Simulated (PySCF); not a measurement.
## What binds Cl₂: the parts of the energy along the bond

State: singlet, closed shell. RHF-based CCSD(T) in PySCF 2.14 with Cl cc-pV(T+d)Z and Cl cc-pV(Q+d)Z (frozen core orbitals: 10; no relativity). Correlation energies are extrapolated as n⁻³ (n = 3, 4), Hartree–Fock as (n+1)·exp(−9√n). CV is the change on freezing 2 orbitals instead, in Cl cc-pwCVTZ. SR is the spin-free X2C energy in Cl cc-pVTZ-DK less the non-relativistic one in Cl cc-pVTZ. All energies in eV from Cl + Cl.

```tsv
R (Å)	HF/CBS	CCSD corr.	(T)	CV	SR	total
1.7533	0.001	-1.522	-0.1796	-0.0394	0.0085	-1.731
1.8330	-0.538	-1.510	-0.1860	-0.0289	0.0087	-2.254
1.9127	-0.786	-1.512	-0.1951	-0.0208	0.0081	-2.506
1.9924	-0.831	-1.526	-0.2066	-0.0143	0.0072	-2.570
2.0721	-0.731	-1.552	-0.2209	-0.0093	0.0062	-2.507
2.1717	-0.473	-1.598	-0.2428	-0.0044	0.0050	-2.313
2.2713	-0.121	-1.660	-0.2697	-0.0007	0.0039	-2.047
```

A fit to the total gives Re = 1.9873 Å, De = 2.571 eV, ωe = 563.8 cm⁻¹, Be = 0.2441 cm⁻¹ (masses 34.9689 and 34.9689 u).

Task: At R = 1.9924 Å the CCSD correlation energy is -0.412947 hartree in the smaller basis and -0.448984 in the larger. Extrapolate it.

Result: (4³·E4 − 3³·E3)/(4³ − 3³) = -0.47528 hartree; the larger basis holds 94.5 % of it.

The T1 diagnostic is 0.008. The open-shell atoms are computed with UHF. Spin–orbit coupling, excitations beyond (T) and corrections to the Born–Oppenheimer picture are left out.
